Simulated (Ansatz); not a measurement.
**CH₂Mg (triplet): the correlation ladder at distance C1–Mg2 = 5.400 Å, 6-31G**

The task here is to estimate one member of a computed series from the others.

Method: 6-31G, core rule «outside noble gas», up to 6 orbitals frozen; program: Ansatz 0.2.0, Gaussian basis.

The runs, in order: UHF; CCSD(T) on ROHF; CCSD(T) on UHF; BCCD(T) on ROHF; CISD as a restricted active space (open shells left free, so some higher excitations enter); CCSDT(Q) on ROHF; CCSDT(Q) on UHF; CISDTQ; CASSCF and MRCISD+Q, 4 electrons in 4 orbitals; CASSCF and NEVPT2, 4 electrons in 4 orbitals; CASSCF and MRCISD+Q, 8 electrons in 10 orbitals; CASSCF and NEVPT2, 8 electrons in 10 orbitals; Full CI.

32 further runs of the same task are left out: 16 for a known fault of the program, 13 that didn't finish, 3 set aside as unsound or not needed. Runs told in other sessions of the task aren't counted.

## The geometry

The geometry derives from a PBE0/def2-TZVP stationary point (not a proven minimum). One bond is set to the value named and the two fragments are kept rigid.

4 atoms, charge 0, spin multiplicity 3.

Atoms are counted from 1 here; the program's logs count them from 0.

Bond lengths: C1–H3 1.089 Å, Mg2–H4 1.696 Å.

Geometry (Å):

```xyz
4
charge 0, multiplicity 3
C     0.00000    0.00000    2.85191
Mg    0.00000    0.00000   -2.54809
H     0.00000    0.00000    3.94070
H     0.00000    0.00000   -4.24453
```

The first run:

Contents of in.yaml:

```yaml
crystal:
  periodic: [false, false, false]
  atoms:
    - {symbol: C, position_ang: [0.000000, 0.000000, 2.851915]}
    - {symbol: Mg, position_ang: [0.000000, 0.000000, -2.548086]}
    - {symbol: H, position_ang: [0.000000, 0.000000, 3.940699]}
    - {symbol: H, position_ang: [0.000000, 0.000000, -4.244528]}
basis:
  gaussian: {orbitals: 6-31G}
magnetization: {spin_polarized: true, initial_magnetization: 2}
hamiltonian: {xc: hf}
output: {orbitals: {seedname: orbitals}}
```

The run is started by

```console
$ ansatz run in.yaml --threads 1 --pin off --events-out ev --progress --plain --max-ram 2393MiB
```

Among the steps run: UHF; CCSD(T) on ROHF; CCSD(T) on UHF; BCCD(T) on ROHF; CISD as a restricted active space (open shells left free, so some higher excitations enter); CCSDT(Q) on ROHF; CCSDT(Q) on UHF; CISDTQ; CASSCF and MRCISD+Q, 4 electrons in 4 orbitals; CASSCF and NEVPT2, 4 electrons in 4 orbitals; CASSCF and MRCISD+Q, 8 electrons in 10 orbitals; CASSCF and NEVPT2, 8 electrons in 10 orbitals; Full CI.

One of the session's tables, all rows but one given; the rest of the session is left out.

| method | from FCI (meV) |
| --- | --- |
| ROHF | +2457.9 |
| RMP2 | +826.8 |
| UMP2 | +802.5 |
| CISD | +168.2 |
| RCCSD | +46.4 |
| UCCSD | +42.4 |
| RCCSD(T) | +15.2 |
| UCCSD(T) | +13.7 |
| BCCD(T) | +14.3 |
| RCCSDT | +1.3 |
| UCCSDT | +0.8 |
| CISDTQ | ? |
| RCCSDT(Q) | +0.3 |
| UCCSDT(Q) | -0.1 |
| FCI | 0 |

Q: Estimate the row for CISDTQ from the others.

The run gave: from FCI (meV): +5.4. In the column «from FCI (meV)» it lies between RCCSDT (+1.3) and UCCSD(T) (+13.7).

Not comparable, so not listed: CASSCF and NEVPT2, 4 electrons in 4 orbitals (they don't share determinant, frozen orbitals or solution with the rows shown, or repeat one).

Limits of these values: The determinant of HF (⟨S²⟩ 3.01) is far from a pure spin state, so its energy mixes those of several spin states; that is harmless only where they are near-degenerate. Left out of the table: CASSCF pair, MRCISD pair, MRCISD+Q pair, CASSCF valence, NEVPT2 valence, MRCISD valence, MRCISD+Q valence (the active space lost an orbital or holds another state than full CI finds). Left out of the table: UHF (another determinant or state than the rows shown). Levels on UHF freeze UHF's core orbitals, full CI those of ROHF, so the U rows can settle a little off it for that reason alone. Restricted and unrestricted rows rest on different reference determinants; a gap between their highest levels can come from leftover correlation error, from unlike frozen cores or from another state. Warnings in the runs' records: passed over end.
